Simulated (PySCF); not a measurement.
Molecule: SMILES CN(C)C=O, C₃H₇NO.

Molfile (atoms numbered from 1):
```
C3H7NO
     RDKit          3D

 12 11  0  0  0  0  0  0  0  0999 V2000
    1.3346    0.0492    0.3208 C   0  0  0  0  0  0  0  0  0  0  0  0
   -0.0523    0.1275   -0.0401 N   0  0  0  0  0  0  0  0  0  0  0  0
   -0.8387   -1.0767    0.0113 C   0  0  0  0  0  0  0  0  0  0  0  0
   -0.6308    1.2986   -0.4209 C   0  0  0  0  0  0  0  0  0  0  0  0
   -1.7894    1.4426   -0.7358 O   0  0  0  0  0  0  0  0  0  0  0  0
    1.7930    1.0460    0.2481 H   0  0  0  0  0  0  0  0  0  0  0  0
    1.4616   -0.3122    1.3566 H   0  0  0  0  0  0  0  0  0  0  0  0
    1.8890   -0.6348   -0.3456 H   0  0  0  0  0  0  0  0  0  0  0  0
   -1.8656   -0.8213   -0.2802 H   0  0  0  0  0  0  0  0  0  0  0  0
   -0.4443   -1.8399   -0.6815 H   0  0  0  0  0  0  0  0  0  0  0  0
   -0.8443   -1.5034    1.0290 H   0  0  0  0  0  0  0  0  0  0  0  0
    0.1027    2.1417   -0.4107 H   0  0  0  0  0  0  0  0  0  0  0  0
  1  2  1  0
  2  3  1  0
  2  4  1  0
  4  5  2  0
  1  6  1  0
  1  7  1  0
  1  8  1  0
  3  9  1  0
  3 10  1  0
  3 11  1  0
  4 12  1  0
M  END
```

Geometry PBE0-D3(BJ)/def2-SVP throughout; GIAO in PySCF 2.14.0 with density-fitted response routines, gas phase, one conformer, non-relativistic; equivalent atoms averaged; functional PBE0.

(1) How do the absolute shieldings σ depend on the basis set? (ppm; last column core-seconds on shared hosts with different chips, so compare them loosely)

(2) Which nucleus moves most, in ppm?

(3) Taking the largest basis, pcSseg-2 (278 functions), as the yardstick, rank the others by their worst heavy-atom deviation.

Results:

(1) 
```
    basis set  functions     C4     C1     C3     N2      O5    H12  H9/H10/H11  H6/H7/H8  core-s
       STO-3G         32  128.4  196.4  201.2  246.5   -37.0  25.89       30.40     30.48     2.2
        6-31G         59   47.8  164.3  170.9  160.4   -67.8  24.50       29.71     29.81     4.3
     pcSseg-0         59   22.8  154.6  161.8  156.6  -121.0  24.78       29.87     29.95     7.5
       6-31G*         84   45.5  159.7  165.5  162.7   -35.4  24.33       29.30     29.35     5.8
     def2-SVP        105   41.3  159.5  165.8  160.6   -49.4  24.01       28.73     28.84     6.8
      cc-pVDZ        105   43.7  161.8  167.9  159.1   -49.7  23.78       28.61     28.71      12
     pcSseg-1        120   22.4  148.5  154.9  143.2   -85.0  23.58       28.45     28.54     8.2
6-311+G(2d,p)        177   25.4  151.4  157.9  140.9   -61.6  23.45       28.70     28.75      15
  aug-cc-pVDZ        178   37.3  161.0  167.2  156.6   -34.5  23.29       28.49     28.53      25
    def2-TZVP        197   24.6  151.0  157.5  142.7   -67.8  23.48       28.69     28.73      17
     IGLO-III        245   18.3  147.3  154.0  137.0   -72.7  23.32       28.53     28.57      43
      cc-pVTZ        248   26.2  151.8  158.3  144.5   -67.5  23.36       28.50     28.55      36
     pcSseg-2        278   17.1  147.1  153.8  138.1   -76.2  23.25       28.40     28.46      17
```

(2) C4 (amide carbonyl carbon): from 17.1 ppm with pcSseg-2 to 128.4 ppm with STO-3G. The smallest spread is 2.00 ppm, at H9/H10/H11. Proton shifts span only some 12 ppm, so a few tenths of a ppm matter as much there as several ppm in carbon.

(3) IGLO-III 3.5 ppm (245 functions), def2-TZVP 8.3 ppm (197 functions), pcSseg-1 8.8 ppm (120 functions), cc-pVTZ 9.1 ppm (248 functions), 6-311+G(2d,p) 14.6 ppm (177 functions), cc-pVDZ 26.6 ppm (105 functions), def2-SVP 26.8 ppm (105 functions), 6-31G 30.6 ppm (59 functions), 6-31G* 40.8 ppm (84 functions), aug-cc-pVDZ 41.7 ppm (178 functions), pcSseg-0 44.8 ppm (59 functions), STO-3G 111.3 ppm (32 functions).

A small basis that lands close on one nucleus may do so by chance; judge by the trend and by all nuclei.
